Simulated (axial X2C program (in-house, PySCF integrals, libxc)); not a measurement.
# Linear AlOH⁺ at several levels

How do method and spin–orbit coupling move the bonds and stretches of AlOH⁺, held linear?

The runs use an in-house X2C program for linear molecules on PySCF integrals; all-electron X2C, two-component (2c) or spin-free, Al dyall-v3z, O dyall-av3z, H dyall-v3z.

All values are calculated.

1 further run of the same task is left out (set aside as unsound or not needed).

## 1. Input

Input file task.json:

```json
{
 "zs": [
  13,
  8,
  1
 ],
 "q": 1,
 "bas": [
  "dyall-v3z",
  "dyall-av3z",
  "dyall-v3z"
 ],
 "r0": [
  1.89,
  0.96
 ],
 "symm": 0,
 "scan": [
  "PBE0",
  "HF",
  "B3LYP"
 ],
 "levels": [
  "PBE0",
  "HF",
  "r2SCAN"
 ],
 "nst": 2
}
```

Keys: zs atomic numbers; q charge; bas basis sets; r0 starting distance in Å; symm equal bonds; scan levels of the two-bond scan (MP2 follows by itself at each HF point); levels methods; nst determinants followed.

On the command line:

```bash
$ python solin.py task.json out
```

Masses Al 26.982, O 15.995, H 1.008 u.

## 2. Scan at PBE0, 2c

State: Ω = 1/2 (beyond evenly filled blocks: ω = 1/2). Energies above the lowest point, from the job's result record:

```csv
r(Al–O) (Å),r(O–H) (Å),E (meV)
1.5610,0.9321,53.40
1.5610,0.9560,39.07
1.5610,0.9799,55.76
1.6010,0.9321,14.86
1.6010,0.9560,0.00
1.6010,0.9799,16.17
1.6010,1.0038,58.61
1.6410,0.9321,45.38
1.6410,0.9560,29.95
1.6410,0.9799,45.54
1.6811,0.9560,115.94
1.6811,1.0038,172.19
```

A quadratic surface with cubic terms in each bond gives the minimum at 1.602 and 0.955 Å, force constants 6.86, 8.76 and coupling -0.10 mdyn/Å.

## 3. Scan at HF, 2c

State: Ω = 1/2 (beyond evenly filled blocks: ω = 1/2). Energies above the lowest point, from the job's result record:

```csv
r(Al–O) (Å),r(O–H) (Å),E (meV)
1.5610,0.9321,13.13
1.5610,0.9560,23.03
1.5610,0.9799,64.17
1.6010,0.9321,0.00
1.6010,0.9560,9.39
1.6010,0.9799,50.03
1.6010,1.0038,117.12
1.6410,0.9321,57.36
1.6410,0.9560,66.21
1.6410,0.9799,106.31
1.6811,0.9560,180.25
1.6811,1.0038,285.78
```

A quadratic surface with cubic terms in each bond gives the minimum at 1.588 and 0.937 Å, force constants 7.51, 9.81 and coupling -0.09 mdyn/Å.

## 4. Scan at B3LYP, 2c

State: Ω = 1/2 (beyond evenly filled blocks: ω = 1/2). Energies above the lowest point, from the job's result record:

```csv
r(Al–O) (Å),r(O–H) (Å),E (meV)
1.5610,0.9321,66.00
1.5610,0.9560,48.19
1.5610,0.9799,61.14
1.6010,0.9321,18.34
1.6010,0.9560,0.00
1.6010,0.9799,12.41
1.6010,1.0038,50.87
1.6410,0.9321,39.86
1.6410,0.9560,20.93
1.6410,0.9799,32.77
1.6811,0.9560,97.97
1.6811,1.0038,146.41
```

A quadratic surface with cubic terms in each bond gives the minimum at 1.608 and 0.958 Å, force constants 6.7, 8.52 and coupling -0.10 mdyn/Å.

## 5. Comparison

| level | r(Al–O) (Å) | r(O–H) (Å) | lower stretch (cm⁻¹) | upper stretch (cm⁻¹) |
| --- | --- | --- | --- | --- |
| PBE0, 2c | 1.602 | 0.955 | 1054.5 | 3968.4 |
| HF, 2c | 1.588 | 0.937 | 1103.1 | 4199.7 |
| B3LYP, 2c | 1.608 | 0.958 | 1041.4 | 3914.9 |
| MP2, 2c | 1.611 | 0.957 | 1046.3 | 3939.7 |
| PBE0, spin-free | 1.602 | 0.955 | 1054.3 | 3968.3 |
| HF, spin-free | 1.587 | 0.937 | 1102.9 | 4199.8 |
| B3LYP, spin-free | 1.607 | 0.958 | 1041.2 | 3914.7 |
| MP2, spin-free | 1.611 | 0.957 | 1046.2 | 3939.6 |

Scans not shown above were run alike.

**Reading.** Over the levels the Al–O bond spans 1.587 to 1.611 Å and the O–H bond 0.937 to 0.958 Å. At PBE0 spin–orbit coupling leaves both bonds unchanged to 0.001 Å. Each state is one determinant, the lowest of a limited PBE0 search; the stretches come from a fit to few points and are good to some per cent at best. MP2 freezes inner shells (threshold -2 hartree). The molecule was held linear; bending was not examined, so a bent shape may lie lower.
